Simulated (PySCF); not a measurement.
The same gas-phase reaction for B, Al, Ga:
- B₂H₆ + 2 Cl → 2 BCl + 3 H₂
- Al₂H₆ + 2 Cl → 2 AlCl + 3 H₂
- Ga₂H₆ + 2 Cl → 2 GaCl + 3 H₂

Computed with PySCF and rigid-rotor harmonic-oscillator thermochemistry at 1 bar. † marks an energy on the PBE0/def2-TZVP geometry and frequencies; other levels use their own. MP2 freezes the core. 6-31G* has spherical d functions here. Open shells (unrestricted): Cl (multiplicity 2); the rest are closed-shell singlets. Spin-orbit splitting is ignored; it lowers the true energy and changes the entropy of Cl. B3LYP is the form with VWN-RPA correlation. Ga: all electrons, no relativistic terms. Al₂H₆, Ga₂H₆: computed as isolated molecules; such fragments, hydroxides, amides, oligomers or adducts are transient or little studied in the gas. MP2 isn't extrapolated to the basis-set limit.

ΔH°(298 K) in kJ, by level:

```json
[
 {"level": "ωB97M-V/def2-TZVP†", "B": "84.5", "Al": "-476.3", "Ga": "[?]"},
 {"level": "PBE/def2-TZVP†", "B": "105.8", "Al": "-477.4", "Ga": "[?]"},
 {"level": "HF/def2-TZVP†", "B": "190.2", "Al": "-309.2", "Ga": "[?]"},
 {"level": "HF/6-31G*", "B": "233.7", "Al": "-299.5", "Ga": "[?]"},
 {"level": "B3LYP/6-31G*", "B": "144.7", "Al": "-453.3", "Ga": "-590.2"},
 {"level": "LDA/def2-TZVP†", "B": "144.1", "Al": "-484.6", "Ga": "[?]"},
 {"level": "MP2/def2-SVP†", "B": "131.7", "Al": "-404.8", "Ga": "[?]"}
]
```

Problem. Fill in the missing entries.

Solution. 
- ωB97M-V/def2-TZVP†, Ga: -556.8
- PBE/def2-TZVP†, Ga: -575.4
- HF/def2-TZVP†, Ga: -426.5
- HF/6-31G*, Ga: -404.8
- LDA/def2-TZVP†, Ga: -534.6
- MP2/def2-SVP†, Ga: -481.6
